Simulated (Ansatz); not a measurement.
`CN(C)C` + `C=C(C)Cl` → `C=C(Cl)CC` + `CNC` at 600 K and 1 bar (formal exchange of groups at a C–N bond).

Isolated molecules relaxed with PBE0-D4/def2-TZVP in Ansatz; ΔE leaves out vibrations. CCSD(T)/CBS adds triple-zeta CCSD(T) − MP2 to the extrapolated MP2 energy (def2 sets, frozen cores). One conformer a species, not always the lowest.

```csv
species,CCSD(T)/CBS energy (Eh),H − E (kJ/mol),S (J/(mol·K))
`CN(C)C`,-174.25827,369.3,370.1
`C=C(C)Cl`,-576.92662,231.6,361.8
`C=C(Cl)CC`,-616.18776,319.4,412.6
`CNC`,-135.00321,284.6,333.5
```

H − E and S are ideal-gas, rigid-rotor, harmonic terms from PBE0-D4/def2-TZVP, for one conformer and one mirror image of each species. 1 Eh = 2625.50 kJ/mol, R = 8.31446 J/(mol·K).

Question: By hand: ΔE, ΔH, ΔS and ΔG.

Answer: ΔE = (-616.18776) + (-135.00321) − (-174.25827) − (-576.92662) = -0.00608 Eh = -16.0 kJ/mol. Δ(H − E) = 319.4 + 284.6 − 369.3 − 231.6 = 3.1, so ΔH = -12.9 kJ/mol. ΔS = 412.6 + 333.5 − 370.1 − 361.8 = 14.2 J/(mol·K). ΔG = -12.9 − 600 × (14.2)/1000 = -21.4 kJ/mol.

Question: By hand: the equilibrium constant, and the temperature at which ΔG would vanish if ΔH and ΔS stayed fixed.

Answer: log₁₀ K = −ΔG/(RT ln 10) = 1.9. ΔH and −TΔS have one sign here, so there is no such temperature.

TΔS isn't small against ΔH here. A doubt of 5 kJ/mol in ΔE shifts log₁₀ K by 0.4 here. Other conformers and mirror images would add mixing entropy, several J/(mol·K) or more a flexible species. These are equilibria of isolated gas molecules and say nothing of rates. Largest T1 diagnostic: 0.010 (customary marks: 0.02 for closed shells, 0.045 for open ones).
